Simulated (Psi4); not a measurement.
# SiH2Cl (SMILES [SiH2]Cl): levels of theory compared

Wanted: a comparison of 3 runs (UPBE0/def2-SVP, UHCTH/407-D3(BJ)+ATM/cc-pCVDZ, UBHandH/6-311+G*) of SiH2Cl. 

Program for the calculation: Psi4 1.11.

4 further runs of the same task are left out: 1 that didn't finish, 3 set aside as unsound or not needed.

### 1 Starting point

SiH2Cl: 4 atoms, total charge 0, spin state doublet. SMILES: `[SiH2]Cl`. The coordinates come from a GFN2-xTB relaxation.

Bond lengths: Si1–Cl2 2.022 Å, Si1–H3 1.451 Å, Si1–H4 1.451 Å. Angles: Cl2–Si1–H3 110.3°, Cl2–Si1–H4 110.2°, H3–Si1–H4 114.9°.

### 2 Energy and forces at UPBE0/def2-SVP (run 1)

clh2si.py reads:

```python
import psi4

psi4.set_memory(1600000000)
psi4.set_num_threads(1)
psi4.set_output_file('run.log', False)

geom = psi4.geometry("""
0 2
Si    -0.283580     0.237700     0.131590
Cl     1.597690    -0.059610     0.811090
H     -1.065000    -0.978280     0.263310
H     -0.249110     0.800200    -1.205980
symmetry c1
""")

psi4.set_options({
    'reference': 'uks',
    'puream': True,
    'e_convergence': 1e-09,
    'd_convergence': 1e-08,
    'scf_type': 'pk',
    'dft_radial_points': 99,
    'dft_spherical_points': 590,
    'maxiter': 200,
})

E, wfn = psi4.gradient('pbe0/def2-SVP', molecule=geom, return_wfn=True)
psi4.oeprop(wfn, 'WIBERG_LOWDIN_INDICES', 'QUADRUPOLE', 'LOWDIN_CHARGES')
print('gradient / Eh bohr^-1')
print(E.np.round(6))
print(f'energy = {wfn.energy():.10f} Eh')
for k, v in sorted(psi4.core.scalar_variables().items()):
    print(f'{k:45s} {v:18.10f}')
```

The run is started by

```bash
python clh2si.py
```

run.log:

```text
[...]
  Running in c1 symmetry.
[...]
  Nuclear repulsion =   78.978688451799243
[...]
  Multiplicity = 2
[...]
  Nalpha       = 17
  Nbeta        = 16
[...]
    Number of basis functions: 46
[...]
   @UKS iter   1:  -750.34759133433806   -1.78901e-01   3.69053e-03 DIIS/ADIIS
[...]
   @UKS iter  11:  -750.36601160510565   -1.47793e-12   5.81309e-09 DIIS
[...]
   @S^2 Observed:                7.517632331E-01
[...]
    Orbital Energies [Eh]
    ---------------------
    Alpha Occupied:
       1A   -101.681306     2A    -66.275562     3A     -9.534794
       4A     -7.273536     5A     -7.268228     6A     -7.266971
       7A     -5.371085     8A     -3.711153     9A     -3.708218
      10A     -3.704786    11A     -0.859664    12A     -0.560999
      13A     -0.414497    14A     -0.409435    15A     -0.368866
      16A     -0.334958    17A     -0.226862
    Alpha Virtual:
      18A      0.012637    19A      0.060265    20A      0.067240
      21A      0.150673    22A      0.305977    23A      0.315388
      24A      0.361401    25A      0.378544    26A      0.391280
[...]
  @UKS Final Energy:  -750.36601160510565
   => Energetics <=
    Nuclear Repulsion Energy =             78.9786884517992434
    One-Electron Energy =               -1194.5393002396301654
    Two-Electron Energy =                 402.6864109465466299
    DFT Exchange-Correlation Energy =     -37.4918107638212206
    Empirical Dispersion Energy =           0.0000000000000000
    VV10 Nonlocal Energy =                  0.0000000000000000
    Total Energy =                       -750.3660116051056548
[...]
  -Total Gradient:
     Atom            X                  Y                   Z
    ------   -----------------  -----------------  -----------------
       1        0.009743408185    -0.014186859924    -0.011593857256
       2       -0.017317677158     0.003584936565    -0.005360788642
       3        0.007706748294     0.013980293164     0.001313506075
       4       -0.000133597805    -0.003377723059     0.015641292016
[...]
 Multipole Moments:
 ------------------------------------------------------------------------------------
     Multipole            Electronic (a.u.)      Nuclear  (a.u.)        Total (a.u.)
 ------------------------------------------------------------------------------------
 L = 1.  Multiply by 2.5417464519 to convert [e a0] to [Debye]
 Dipole X            :          3.0175409           -3.4048088           -0.3872679
 Dipole Y            :          0.1855891           -0.1734506            0.0121385
 Dipole Z            :          1.8949508           -2.0930649           -0.1981141
 Magnitude           :                                                    0.4351701
 L = 2.  Multiply by 1.3450342976 to convert [e a0^2] to [Debye ang]
 Quadrupole XX       :       -131.2099638          111.8188406          -19.3911233
 Quadrupole XY       :         11.2376999          -11.1825934            0.0551064
[...]
```

Standard output:

```text
gradient / Eh bohr^-1
[[ 0.009743 -0.014187 -0.011594]
 [-0.017318  0.003585 -0.005361]
 [ 0.007707  0.01398   0.001314]
 [-0.000134 -0.003378  0.015641]]
energy = -750.3660116051 Eh
CURRENT ENERGY                                   -750.3660116051
CURRENT REFERENCE ENERGY                         -750.3660116051
DD SOLVATION ENERGY                                 0.0000000000
DFT FUNCTIONAL TOTAL ENERGY                      -750.3660116051
DFT TOTAL ENERGY                                 -750.3660116051
DFT VV10 ENERGY                                     0.0000000000
DFT XC ENERGY                                     -37.4918107638
GRID ELECTRONS ALPHA                               16.9999999646
GRID ELECTRONS BETA                                15.9999999616
GRID ELECTRONS TOTAL                               32.9999999262
NUCLEAR REPULSION ENERGY                           78.9786884518
ONE-ELECTRON ENERGY                             -1194.5393002396
PCM POLARIZATION ENERGY                             0.0000000000
PE ENERGY                                           0.0000000000
SCF ITERATION ENERGY                             -750.3660116051
SCF ITERATIONS                                     11.0000000000
SCF TOTAL ENERGY                                 -750.3660116051
TWO-ELECTRON ENERGY                               402.6864109465
XC GRID RADIAL POINTS                              99.0000000000
XC GRID SPHERICAL POINTS                          590.0000000000
XC GRID TOTAL POINTS                           220903.0000000000
```

Wall time 6 s (1 thread of Intel Xeon 6975P-C (Granite Rapids), shared host); peak memory 0.48 GiB.

### 3 Energy and forces at UHCTH/407-D3(BJ)+ATM/cc-pCVDZ (run 2)

clh2si.inp reads:

```
memory 1600 MB

molecule geom {
  0 2
  Si    -0.283580     0.237700     0.131590
  Cl     1.597690    -0.059610     0.811090
  H     -1.065000    -0.978280     0.263310
  H     -0.249110     0.800200    -1.205980
}

set basis cc-pCVDZ
set reference uks
set scf_type pk

gradient("hcth407-d3bjatm")
```

The run is started by

```bash
psi4 -n 1 clh2si.inp clh2si.out
```

clh2si.out:

```text
[...]
  Running in c1 symmetry.
[...]
  Nuclear repulsion =   78.978688451799243
[...]
  Multiplicity = 2
[...]
  Nalpha       = 17
  Nbeta        = 16
[...]
    Number of basis functions: 64
[...]
   @UKS iter   1:  -750.95795038901394   -1.36289e-01   7.27957e-03 ADIIS/DIIS
[...]
   @UKS iter  12:  -751.01973312033010   -3.29692e-12   7.34470e-09 DIIS
[...]
   @S^2 Observed:                7.544090020E-01
[...]
    Orbital Energies [Eh]
    ---------------------
    Alpha Occupied:
       1A   -100.587508     2A    -65.396063     3A     -9.219717
       4A     -7.049418     5A     -7.042832     6A     -7.041707
       7A     -5.135717     8A     -3.550192     9A     -3.548130
      10A     -3.545210    11A     -0.776076    12A     -0.502726
      13A     -0.371107    14A     -0.362028    15A     -0.322955
      16A     -0.293019    17A     -0.193492
    Alpha Virtual:
      18A     -0.030147    19A      0.016846    20A      0.031073
      21A      0.187341    22A      0.214839    23A      0.217487
      24A      0.235657    25A      0.249262    26A      0.278402
[...]
  @UKS Final Energy:  -751.01973312033010
   => Energetics <=
    Nuclear Repulsion Energy =             78.9786884517992434
    One-Electron Energy =               -1195.7582491857604055
    Two-Electron Energy =                 415.9061255660309939
    DFT Exchange-Correlation Energy =     -50.1146636861211263
    Empirical Dispersion Energy =          -0.0316342662787136
    VV10 Nonlocal Energy =                  0.0000000000000000
    Total Energy =                       -751.0197331203301019
[...]
 Multipole Moments:
 ------------------------------------------------------------------------------------
     Multipole            Electronic (a.u.)      Nuclear  (a.u.)        Total (a.u.)
 ------------------------------------------------------------------------------------
 L = 1.  Multiply by 2.5417464519 to convert [e a0] to [Debye]
 Dipole X            :          3.0424326           -3.4048088           -0.3623762
 Dipole Y            :          0.1816142           -0.1734506            0.0081636
 Dipole Z            :          1.9038136           -2.0930649           -0.1892513
 Magnitude           :                                                    0.4089000
[...]
  -Total Gradient:
     Atom            X                  Y                   Z
    ------   -----------------  -----------------  -----------------
       1        0.009500228268    -0.016442700633    -0.014464175807
       2       -0.016617058988     0.003919919506    -0.004559928195
       3        0.008324446407     0.016699794358     0.000867882639
       4       -0.001157489372    -0.004219337937     0.018132845337
[...]
```

Wall time 11 s (1 thread of Intel Xeon 6975P-C (Granite Rapids), shared host); peak memory 0.45 GiB.

### 4 The energy at UBHandH/6-311+G(d) (run 3)

calc.dat reads:

```
memory 1.6 GB

molecule {
  0 2
  Si    -0.283580     0.237700     0.131590
  Cl     1.597690    -0.059610     0.811090
  H     -1.065000    -0.978280     0.263310
  H     -0.249110     0.800200    -1.205980
  units angstrom
  no_reorient
  no_com
}

set {
  basis 6-311+G*
  reference uks
  scf_type pk
  diis false
  maxiter 100
}

e = energy('bhandh')
```

The run is started by

```bash
psi4 -n 1 calc.dat calc.out
```

calc.out:

```text
[...]
  Running in c1 symmetry.
[...]
  Nuclear repulsion =   78.978688451799243
[...]
  Multiplicity = 2
[...]
  Nalpha       = 17
  Nbeta        = 16
[...]
    Number of basis functions: 66
[...]
   @UKS iter   1:  -748.94831630369856   -2.36815e-01   4.17930e-03 ADIIS
[...]
   @UKS iter  24:  -748.97015859726503   -6.09248e-10   8.45900e-07
[...]
   @S^2 Observed:                7.513876922E-01
[...]
    Orbital Energies [Eh]
    ---------------------
    Alpha Occupied:
       1A   -102.587166     2A    -66.982852     3A     -9.862753
       4A     -7.528631     5A     -7.524522     6A     -7.523189
       7A     -5.618230     8A     -3.898223     9A     -3.893747
      10A     -3.891171    11A     -0.951647    12A     -0.626110
      13A     -0.463929    14A     -0.460511    15A     -0.418871
      16A     -0.382330    17A     -0.260657
    Alpha Virtual:
      18A      0.011140    19A      0.026761    20A      0.054849
      21A      0.059697    22A      0.082303    23A      0.088617
      24A      0.100737    25A      0.111449    26A      0.117585
[...]
  @UKS Final Energy:  -748.97015859726503
   => Energetics <=
    Nuclear Repulsion Energy =             78.9786884517992434
    One-Electron Energy =               -1194.5559398621719538
    Two-Electron Energy =                 390.2703961082253272
    DFT Exchange-Correlation Energy =     -23.6633032951175792
    Empirical Dispersion Energy =           0.0000000000000000
    VV10 Nonlocal Energy =                  0.0000000000000000
    Total Energy =                       -748.9701585972650264
[...]
 Multipole Moments:
 ------------------------------------------------------------------------------------
     Multipole            Electronic (a.u.)      Nuclear  (a.u.)        Total (a.u.)
 ------------------------------------------------------------------------------------
 L = 1.  Multiply by 2.5417464519 to convert [e a0] to [Debye]
 Dipole X            :        -41.8878317           41.3405936           -0.5472381
 Dipole Y            :         -3.9981625            4.0371164            0.0389540
 Dipole Z            :        -28.0104485           27.7565241           -0.2539244
 Magnitude           :                                                    0.6045366
[...]
```

Wall time 4.8 s (1 thread of Intel Xeon 6975P-C (Granite Rapids), shared host); peak memory 0.37 GiB.

### 5 The series

| run | level | integration grid | symmetry | energy (Eh) | dipole moment (D) | HOMO energy (eV) | LUMO energy (eV) | wall time |
| --- | --- | --- | --- | --- | --- | --- | --- | --- |
| 1 | UPBE0/def2-SVP | 99 radial × 590 angular | c1 | -750.366012 | 1.11 | -6.17 | -2.43 | 6 s |
| 2 | UHCTH/407-D3(BJ)+ATM/cc-pCVDZ | 75 radial × 302 angular | auto | -751.019733 | 1.04 | -5.27 | -3.72 | 11 s |
| 3 | UBHandH/6-311+G* | 75 radial × 302 angular | auto | -748.970159 | 1.54 | -7.09 | -1.91 | 4.8 s |

### 6 What came out

| quantity | value |
| --- | --- |
| run 3: total energy | -748.97016 Eh |
| run 3: dipole moment | 1.54 D |
| run 3: HOMO energy (highest over α and β) | -7.09 eV |
| run 3: LUMO energy (lowest over α and β) | -1.91 eV |
| run 3: ⟨S²⟩ | 0.751 |

What this shows: The dipole moment (its size) runs from 1.04 D (UHCTH/407-D3(BJ)+ATM/cc-pCVDZ) to 1.54 D (UBHandH/6-311+G*). The two ends differ in method and basis. Totals of different functionals can't be ranked against each other. All runs together took 22 s, the longest 11 s.
